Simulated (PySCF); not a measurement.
Molecule: `CC(C)(F)CF`, C₄H₈F₂.

Cartesian coordinates in Å; atom numbers follow the order of the lines, from 1:
```xyz
14

C     1.380   -0.457    0.126
C    -0.071   -0.037   -0.067
C    -1.048   -0.973    0.631
F    -0.353   -0.057   -1.434
C    -0.289    1.421    0.364
F     0.004    1.571    1.693
H     1.514   -1.488   -0.190
H     2.034    0.177   -0.468
H     1.648   -0.364    1.174
H    -0.913   -0.901    1.707
H    -0.875   -1.998    0.315
H    -2.070   -0.700    0.380
H     0.370    2.090   -0.197
H    -1.333    1.716    0.223
```

Frames of a GFN2-xTB Langevin trajectory at 300 K; GIAO PBE0/pcSseg-1 shieldings in PySCF, gas phase, non-relativistic; equivalent atoms averaged within each frame.

δ = σ(ref) − σ, references computed at the same level: $^{13}$C (σref 186.93), $^{1}$H (σref 31.72) vs TMS; CFCl3 for $^{19}$F (σref 170.95). The references are static minima.

Problem. How do the shifts (ppm) fluctuate along the trajectory?

Solution. 
```tsv
time (fs)	C5	C2	C1/C3	F4	F6	H13/H14	H7/H8/H9/H10/H11/H12
250	92.4	88.9	27.2	-200.7	-257.2	4.92	1.31
425	93.4	106.8	26.5	-151.6	-241.2	4.82	1.69
625	100.2	97.1	30.2	-169.6	-240.3	5.09	1.84
800	88.2	95.5	27.3	-184.7	-267.0	4.00	2.03
1000	88.7	103.8	27.2	-106.6	-234.9	4.70	1.85
mean of frames	92.6	98.4	27.7	-162.6	-248.1	4.71	1.74
standard deviation	4.8	7.1	1.5	36.2	13.4	0.42	0.27
```

5 frames give an uncertainty of the mean of about the standard deviation over 2.2 at best, since frames this close in time may not be independent; classical motion lacks zero-point vibration, and the reference would need the same averaging.
